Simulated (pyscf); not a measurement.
Structures and frequencies: ωB97X-D3(BJ)/def2-SVP in PySCF.

### Question
For the elementary gas-phase step ethane (H₃C–CH₃) + HO–SiH₂–O–SiH₃ → H₃C–CH₂–O–SiH₃ + silanol (HO–SiH₃) (singlet surface; C–H, O–Si broken, C–O, H–Si formed), what barrier and reaction energy does ωB97M-D3(BJ)/def2-TZVP give, measured from the separated reactants?

### Answer
ΔE‡ = 463.2 kJ/mol, ΔE = +211.9 kJ/mol. Zero-point energy shifts the barrier by -4.5 kJ/mol. It is a four-centre exchange, with an imaginary mode of 1027i cm⁻¹. On the product side the descent ends in a complex (not fully relaxed), 19.2 kJ/mol under the separated species and 275.2 kJ/mol under the saddle at ωB97X-D3(BJ)/def2-TZVP. The same reactants have a lower exit, to CH₃• + CH₃• + HO–SiH₂–O–SiH₃ (no saddle counted: cutting one bond costs +410.4 kJ/mol at ωB97M-D3(BJ), against +463.2 kJ/mol here). H₃C–CH₂–O–SiH₃ lies 75.7 kJ/mol over its isomer H₃C–CH₂–SiH₂–OH (electronic energy, ωB97M-D3(BJ)). This is the saddle that the search found; another between the same sides may lie lower.
